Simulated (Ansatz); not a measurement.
CH6NO (charge -1), singlet: a pair in one relaxed arrangement.

in.yaml

```yaml
crystal:
  periodic: [false, false, false]
  atoms:
    - {symbol: O, position_ang: [0.006738, 0.175269, -2.253607]}
    - {symbol: H, position_ang: [-0.580025, -0.379247, -2.776149]}
    - {symbol: C, position_ang: [0.419043, -0.240369, 1.070859]}
    - {symbol: N, position_ang: [-0.722297, 0.239396, 0.327455]}
    - {symbol: H, position_ang: [1.369047, 0.290632, 0.871547]}
    - {symbol: H, position_ang: [0.598466, -1.289711, 0.811965]}
    - {symbol: H, position_ang: [0.248573, -0.205069, 2.158498]}
    - {symbol: H, position_ang: [-0.493700, 0.180278, -0.727586]}
    - {symbol: H, position_ang: [-0.845845, 1.228819, 0.517216]}
basis:
  gaussian: {orbitals: "def2-TZVPPD.json"}
total_charge: -1
hamiltonian: {xc: {name: wB97X-V}}
```

The basis file named in the input lies beside it (Basis Set Exchange, JSON).

Run by:

```bash
ansatz run in.yaml --threads 4 --pin off --events-out ev --progress --plain --max-ram 9574MiB
```

Output of Ansatz 0.2.0:

```
Functional definition: wB97X-V
  name "wB97X-V"
  cite "Mardirossian & Head-Gordon, Phys. Chem. Chem. Phys. 16, 9904 (2014) doi:10.1039/C3CP54374A"
  cite "Becke, J. Chem. Phys. 107, 8554 (1997) doi:10.1063/1.475007"
  cite "Vydrov & Van Voorhis, J. Chem. Phys. 133, 244103 (2010) doi:10.1063/1.3521275"
  parameter omega = 0.3/bohr
  parameter cx = 0.167
  parameter cx1 = 0.603
  parameter cx2 = 1.194
  parameter css0 = 0.556
  parameter css1 = -0.257
  parameter cos0 = 1.219
  parameter cos1 = -1.850
  parameter b = 6.0
  parameter c = 0.01
  exchange = spin_sum(e_x_unif_sr(omega)*poly(b97_u_x, 1 - cx, cx1, cx2)) + cx*exact_x_sr(omega) + exact_x_lr(omega)
  correlation = spin_sum(e_c_pw_same_spin*poly(b97_u_same, css0, css1))
      + integral(e_c_pw_opposite_spin*poly(b97_u_opposite, cos0, cos1)) + vv10(b, c)
891 factors; their error is unknown
294 factors; integrals over basis functions are off by at most 2.6e-5 eV
mean field evaluation 1: about -4669.4240 eV, gradient 3.6e1 eV
mean field evaluation 2: about -4668.4119 eV, gradient 4.7e1 eV
mean field evaluation 4: about -4672.0875 eV, gradient 2.3e0 eV
mean field evaluation 8: about -4672.1046 eV, gradient 5.5e-2 eV
mean field evaluation 16: about -4672.0942 eV, gradient 4.8e-5 eV
mean field -4672.09424764 eV, -171.6962967414 hartree, gradient 4.8e-5 eV, S^2 0.000000; 0 other end points of the search recorded, 0 dependent functions left out
reference -4672.09424535 eV, -171.6962966573 hartree; 14, 14 occupied and 202, 202 virtual orbitals, 891 factors
Total energy: -4672.09424535 eV, -171.6962966573 hartree
```

Hardware: 4 CPU threads of an Arm Neoverse N1, shared host. Wall time about 7 s.
